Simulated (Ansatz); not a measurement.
# AlSiH (triplet): wave-function methods side by side, 6-31G

Aim: climb from Hartree-Fock through coupled cluster and multireference methods for AlSiH (triplet) at one geometry and basis, and see what each rung misses.

Program: Ansatz 0.2.0, Gaussian basis. Level of theory: 6-31G, core rule «outside noble gas», up to 10 orbitals frozen. These are calculated values, not measurements.

Plan: UHF; CCSD(T) on ROHF; CCSD(T) on UHF; BCCD(T) on ROHF; CISD; CCSDT(Q) on ROHF; CCSDT(Q) on UHF; CISDTQ; CCSDTQ on ROHF; CCSDTQ on UHF; CASSCF and MRCISD+Q, 8 electrons in 9 orbitals; CASSCF and NEVPT2, 8 electrons in 9 orbitals; Full CI.

19 further runs of the same task are left out: 1 for a mislabelled method, 6 that didn't finish, 12 set aside as unsound or not needed.

**1. What is computed**

The geometry is a PBE0/def2-TZVP stationary point (not a proven minimum) of the parent state, kept for this charge and spin.

3 atoms, charge 0, spin multiplicity 3.

Atoms are counted from 1 here; the program's logs count them from 0.

Bond lengths: Si1–Al2 2.647 Å, Si1–H3 1.545 Å. Angles: Al2–Si1–H3 78.2°.

**2. UHF**

in.yaml reads:

```yaml
crystal:
  periodic: [false, false, false]
  atoms:
    - {symbol: Si, position_ang: [0.000000, -0.066010, 1.277710]}
    - {symbol: Al, position_ang: [0.000000, 0.014356, -1.367591]}
    - {symbol: H, position_ang: [0.000000, 1.455013, 1.006599]}
basis:
  gaussian: {orbitals: 6-31G}
magnetization: {spin_polarized: true, initial_magnetization: 2}
hamiltonian: {xc: hf}
output: {orbitals: {seedname: orbitals}}
```

On the command line:

```
$ ansatz run in.yaml --threads 1 --pin off --events-out ev --progress --plain --max-ram 2393MiB
```

The runs that follow: CCSD(T) on ROHF; CCSD(T) on UHF; BCCD(T) on ROHF; CISD; CCSDT(Q) on ROHF; CCSDT(Q) on UHF; CISDTQ; CCSDTQ on ROHF; CCSDTQ on UHF; CASSCF and MRCISD+Q, 8 electrons in 9 orbitals; CASSCF and NEVPT2, 8 electrons in 9 orbitals; Full CI.

Q: Predict the results of all the runs planned. Wanted: FCI below the RHF energy; RMP2 from FCI; UMP2 from FCI; RCCSD from FCI; RCCSD(T) from FCI; UCCSD(T) from FCI; RCCSDT(Q) from FCI; UCCSDT(Q) from FCI; NEVPT2 valence from FCI.

As calculated:

| quantity | value |
| --- | --- |
| FCI below the RHF energy | -2.6455 eV |
| RMP2 from FCI | +852.8 meV |
| UMP2 from FCI | +868.5 meV |
| RCCSD from FCI | +100.3 meV |
| RCCSD(T) from FCI | +33.9 meV |
| UCCSD(T) from FCI | +31.9 meV |
| RCCSDT(Q) from FCI | +1.3 meV |
| UCCSDT(Q) from FCI | +0.2 meV |
| NEVPT2 valence from FCI | +220.9 meV |
| MRCISD+Q valence from FCI | +6.0 meV |
| levels within 1 kcal/mol (43 meV) | RCCSD(T), UCCSD(T), BCCD(T), RCCSDT, UCCSDT, CISDTQ, RCCSDT(Q), UCCSDT(Q), RCCSDTQ, UCCSDTQ, MRCISD valence, MRCISD+Q valence |
| T1 diagnostic | 0.047 |
| effectively unpaired electrons | 2.10 |

What this shows: RCCSD(T) lands +33.9 meV from the yardstick (1.3 % of the correlation energy). The occupations are near whole numbers, but T1 = 0.047 shows that the orbitals relax strongly. Of the multireference levels listed MRCISD+Q valence comes nearest in total energy (+6.0 meV), which doesn't show that its space is the better one. These misses are within one basis, not against nature; the frozen cores of restricted and unrestricted runs differ, which can shift their rows.
